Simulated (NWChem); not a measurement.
System: C2H3F; SMILES C=CF

Excerpt of the output:

```
             Northwest Computational Chemistry Package (NWChem) 7.3.0
             --------------------------------------------------------

 CS  symmetry detected

                             Geometry "geometry" -> ""
                             -------------------------

 Output coordinates in angstroms (scale by  1.889725989 to convert to a.u.)

  No.       Tag          Charge          X              Y              Z
 ---- ---------------- ---------- -------------- -------------- --------------
    1 C                    6.0000    -0.22780870     1.17436602     0.00000000
    2 C                    6.0000     0.42600919     0.02090406     0.00000000
    3 F                    9.0000    -0.19083991    -1.15606061     0.00000000
    4 H                    1.0000    -1.31938911     1.20397709     0.00000000
    5 H                    1.0000     0.33145215     2.11021585     0.00000000
    6 H                    1.0000     1.51629317    -0.08126793     0.00000000

 Effective nuclear repulsion energy (a.u.)      67.6384134860

      Symmetry information
      --------------------

 Group name             Cs
 Group number              2
 Group order               2
 No. of unique centers     6

                                Z-matrix (autoz)
                                --------

 Units are Angstrom for bonds and degrees for angles

      Type          Name      I     J     K     L     M      Value
      ----------- --------  ----- ----- ----- ----- ----- ----------
    1 Stretch                  1     2                       1.32588
    2 Stretch                  1     4                       1.09198
    3 Stretch                  1     5                       1.09022
    4 Stretch                  2     3                       1.32881
    5 Stretch                  2     6                       1.09506
    6 Bend                     1     2     3               122.79499
    7 Bend                     1     2     6               124.89953
    8 Bend                     2     1     4               121.09977
    9 Bend                     2     1     5               119.59169
   10 Bend                     3     2     6               112.30548
   11 Bend                     4     1     5               119.30853
   12 Torsion                  3     2     1     4           0.00000
   13 Torsion                  3     2     1     5         180.00000
   14 Torsion                  4     1     2     6         180.00000
   15 Torsion                  5     1     2     6           0.00000

                           NWChem Geometry Optimization
                           ----------------------------

 maximum gradient threshold         (gmax) =   0.000450
 rms gradient threshold             (grms) =   0.000300
 maximum cartesian step threshold   (xmax) =   0.001800
 rms cartesian step threshold       (xrms) =   0.001200
 fixed trust radius                (trust) =   0.300000
 source of zmatrix                         =   autoz

          -------------------
          Energy Minimization
          -------------------

 Using diagonal initial Hessian
 Scaling for Hessian diagonals: bonds = 1.00  angles = 0.25  torsions = 0.10

          --------
          Step   0

                                 NWChem DFT Module
                                 -----------------

 Summary of "ao basis" -> "ao basis" (spherical)
 ------------------------------------------------------------------------------
       Tag                 Description            Shells   Functions and Types
 ---------------- ------------------------------  ------  ---------------------
 C                          def2-svp                 6       14   3s2p1d
 F                          def2-svp                 6       14   3s2p1d
 H                          def2-svp                 3        5   2s1p

      Symmetry analysis of basis
      --------------------------

        a'         42
        a"         15

[...]

      ----------------------
      Optimization converged
      ----------------------

  Step       Energy      Delta E   Gmax     Grms     Xrms     Xmax
  ---- ---------------- -------- -------- -------- -------- --------
@    3    -177.64114096 -8.5D-07  0.00008  0.00004  0.00054  0.00165
                                     ok       ok       ok       ok

                                Z-matrix (autoz)
                                --------

 Units are Angstrom for bonds and degrees for angles

      Type          Name      I     J     K     L     M      Value     Gradient
      ----------- --------  ----- ----- ----- ----- ----- ---------- ----------
    1 Stretch                  1     2                       1.33876    0.00002
    2 Stretch                  1     4                       1.09937    0.00008
    3 Stretch                  1     5                       1.09806    0.00006
    4 Stretch                  2     3                       1.35191   -0.00006
    5 Stretch                  2     6                       1.10314    0.00006
    6 Bend                     1     2     3               122.81617   -0.00001
    7 Bend                     1     2     6               125.13869   -0.00004
    8 Bend                     2     1     4               121.28373    0.00001
    9 Bend                     2     1     5               119.55234   -0.00001
   10 Bend                     3     2     6               112.04514    0.00005
   11 Bend                     4     1     5               119.16393   -0.00000
   12 Torsion                  3     2     1     4           0.00000    0.00000
   13 Torsion                  3     2     1     5         180.00000    0.00000
   14 Torsion                  4     1     2     6         180.00000    0.00000
   15 Torsion                  5     1     2     6           0.00000    0.00000

                         Geometry "geometry" -> "geometry"
                         ---------------------------------

 Output coordinates in angstroms (scale by  1.889725989 to convert to a.u.)

  No.       Tag          Charge          X              Y              Z
 ---- ---------------- ---------- -------------- -------------- --------------
    1 C                    6.0000    -0.23118522     1.18208407     0.00000000
    2 C                    6.0000     0.43096546     0.01854197     0.00000000
    3 F                    9.0000    -0.19412282    -1.18017643     0.00000000
    4 H                    1.0000    -1.33010867     1.21355354     0.00000000
    5 H                    1.0000     0.33113693     2.12522963     0.00000000
    6 H                    1.0000     1.52903112    -0.08709830     0.00000000

 Effective nuclear repulsion energy (a.u.)      66.7929746809

      Symmetry information
      --------------------

 Group name             Cs
 Group number              2
 Group order               2
 No. of unique centers     6

[...]

 Rotational Constants
 --------------------
 A=   2.154798 cm-1  (  3.100204 K)
 B=   0.345520 cm-1  (  0.497115 K)
 C=   0.297772 cm-1  (  0.428418 K)

 Temperature                      =   298.15K
 frequency scaling parameter      =   1.0000

 Zero-Point correction to Energy  =   26.676 kcal/mol  (  0.042511 au)
 Thermal correction to Energy     =   28.809 kcal/mol  (  0.045910 au)
 Thermal correction to Enthalpy   =   29.401 kcal/mol  (  0.046854 au)

 Total Entropy                    =   60.468 cal/mol-K
   - Translational                =   37.388 cal/mol-K (mol. weight =  46.0219)
   - Rotational                   =   21.505 cal/mol-K (symmetry #  =        1)
   - Vibrational                  =    1.576 cal/mol-K

 Cv (constant volume heat capacity) =   10.190 cal/mol-K
   - Translational                  =    2.979 cal/mol-K
   - Rotational                     =    2.979 cal/mol-K
   - Vibrational                    =    4.231 cal/mol-K

[normal modes left out]

 ----------------------------------------------------------------------------
 Normal Eigenvalue ||           Projected Infra Red Intensities
  Mode   [cm**-1]  || [atomic units] [(debye/angs)**2] [(KM/mol)] [arbitrary]
 ------ ---------- || -------------- ----------------- ---------- -----------
    1       -0.000 ||    0.000462           0.011         0.451       0.258
    2       -0.000 ||    0.002059           0.048         2.007       1.147
    3       -0.000 ||    0.000005           0.000         0.005       0.003
    4        0.000 ||    0.001132           0.026         1.103       0.630
    5        0.000 ||    0.000499           0.012         0.487       0.278
    6        0.000 ||    0.000051           0.001         0.050       0.028
    7      472.292 ||    0.003891           0.090         3.793       2.167
    8      706.740 ||    0.001901           0.044         1.853       1.059
    9      834.239 ||    0.043593           1.006        42.496      24.285
   10      910.045 ||    0.029430           0.679        28.690      16.395
   11      931.930 ||    0.024481           0.565        23.865      13.638
   12     1144.454 ||    0.091501           2.111        89.199      50.973
   13     1284.616 ||    0.003348           0.077         3.263       1.865
   14     1355.748 ||    0.004358           0.101         4.248       2.428
   15     1663.984 ||    0.099816           2.303        97.306      55.606
   16     3080.528 ||    0.004420           0.102         4.309       2.463
   17     3097.627 ||    0.009968           0.230         9.717       5.553
   18     3186.741 ||    0.002197           0.051         2.142       1.224
 ----------------------------------------------------------------------------
```

Level: BLYP/def2-SVP. 

**Question.** Reconstruct the input file.

**Answer.** One answer among several that fit: the input that was run:
```
start job
memory heap 200 mb stack 900 mb global 1100 mb
geometry units angstroms
  C     -0.236674     1.168760     0.000000
  C      0.424893     0.019725     0.000000
  F     -0.184020    -1.161365     0.000000
  H     -1.328429     1.191023     0.000000
  H      0.316275     2.108353     0.000000
  H      1.515840    -0.075106     0.000000
end
basis spherical
  * library def2-svp
end
dft
  xc becke88 lyp
  iterations 150
end
driver
  maxiter 120
end
task dft optimize
task dft freq
```
